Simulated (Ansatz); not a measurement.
The cluster Li₂O⁻. Charge -1, multiplicity 2. Geometry r2SCAN-D4/def2-TZVP, that of the neutral singlet.

```xyz
3

Li    0.9951    1.2708   -0.0831
Li   -0.9937   -1.2720    0.0815
O    -0.0015    0.0012    0.0015
```

At PBE-D4/def2-TZVPD, r2SCAN-D4/def2-TZVPD, PBE0-D4/def2-TZVPD the highest occupied level of the charge -1 doublet lies above zero (up to 1.08 eV). Energy differences disagree on whether the electron is bound (positive means bound): -0.06 eV (vertical, against the charge 0 singlet, at r2SCAN-D4/def2-TZVPD), but 0.06 eV at PBE-D4/def2-TZVPD. At PBE-D4/def2-TZVPD, r2SCAN-D4/def2-TZVPD the gap within one spin of the charge -1 doublet nearly closes, so an electron or hole may be smeared out by delocalisation error. The structure comes from a short search, and lower isomers may exist.

Problem. Estimate the α-spin orbital energies around the gap (eV) in Ansatz with PBE-D4/def2-TZVPD, r2SCAN-D4/def2-TZVPD, PBE0-D4/def2-TZVPD.

Solution. 
```tsv
orbital	PBE-D4/def2-TZVPD	r2SCAN-D4/def2-TZVPD	PBE0-D4/def2-TZVPD
HOMO−5	-44.98	-46.49	-49.04
HOMO−4	-14.26	-15.38	-16.98
HOMO−3	-0.52	-0.69	-2.05
HOMO−2	-0.07	-0.19	-1.24
HOMO−1	-0.07	-0.19	-1.24
HOMO	1.04	1.08	0.83
LUMO	1.07	1.12	1.33
LUMO+1	2.46	2.63	2.76
LUMO+2	2.46	2.63	2.76
LUMO+3	2.53	2.64	2.81
LUMO+4	2.53	2.64	2.81
LUMO+5	2.62	2.78	3.05
β HOMO	-0.07	-0.18	-1.24
β LUMO	1.76	1.31	2.18
```
